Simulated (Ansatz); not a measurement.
The input, for Ansatz 0.2.0:

```yaml
crystal:
  periodic: [false, false, false]
  atoms:
    - {symbol: Sn, position_ang: [0.008187, 0.014353, -0.019777]}
    - {symbol: H, position_ang: [1.625173, 0.027870, 0.551102]}
    - {symbol: H, position_ang: [-0.814954, 1.409285, 0.543545]}
    - {symbol: H, position_ang: [-1.774436, -3.127605, 1.234547]}
basis:
  gaussian: {orbitals: def2-SVP}
magnetization: {spin_polarized: true, initial_magnetization: 1}
correlation: {method: ccsdtq, electrons: outside_noble_gas}
```

```sh
$ ansatz run in.yaml --threads 2 --pin off --events-out ev --progress --plain --max-ram 24576MiB --backend cuda --devices 0, --max-vram 18GiB
```

**Question.** Roughly how long does this take on 2 threads of AMD EPYC 7R13 with a shared H100 80 GB, shared host, and how much host memory?

**Answer.** 25 s wall and 0.84 GiB.

```
846 factors; integrals over basis functions are off by at most 1.3e-7 eV
mean field evaluation 1: about -5846.0528 eV, gradient 9.1e0 eV
mean field evaluation 2: about -5846.0724 eV, gradient 9.1e0 eV
mean field evaluation 4: about -5848.8687 eV, gradient 3.7e0 eV
mean field evaluation 8: about -5849.3680 eV, gradient 3.9e-1 eV
mean field evaluation 16: about -5849.4231 eV, gradient 9.5e-4 eV
mean field evaluation 32: about -5849.4176 eV, gradient 1.8e-1 eV
mean field evaluation 64: about -5849.3748 eV, gradient 6.8e-5 eV
mean field evaluation 96: about -5848.9605 eV, gradient 1.4e-1 eV
mean field evaluation 128: about -5847.9131 eV, gradient 3.8e0 eV
mean field evaluation 160: about -5848.7573 eV, gradient 1.4e0 eV
...
cycle  25  -2.75488029 eV  change    3.3e-8 eV  update   1.5e-5
cycle  26  -2.75488050 eV  change   -2.1e-7 eV  update   1.5e-5
cycle  27  -2.75488038 eV  change    1.3e-7 eV  update   1.8e-5
cycle  28  -2.75487964 eV  change    7.4e-7 eV  update   1.7e-5
cycle  29  -2.75487902 eV  change    6.2e-7 eV  update   1.5e-5
cycle  30  -2.75487881 eV  change    2.1e-7 eV  update   9.8e-6
cycle  31  -2.75487874 eV  change    7.7e-8 eV  update   7.4e-6
cycle  32  -2.75487874 eV  change   -3.7e-9 eV  update   4.3e-6
cycle  33  -2.75487871 eV  change    3.0e-8 eV  update   1.9e-6
cycle  34  -2.75487870 eV  change    7.6e-9 eV  update   6.7e-7
Total energy: -5852.07128740 eV, -215.0596531357 hartree
```
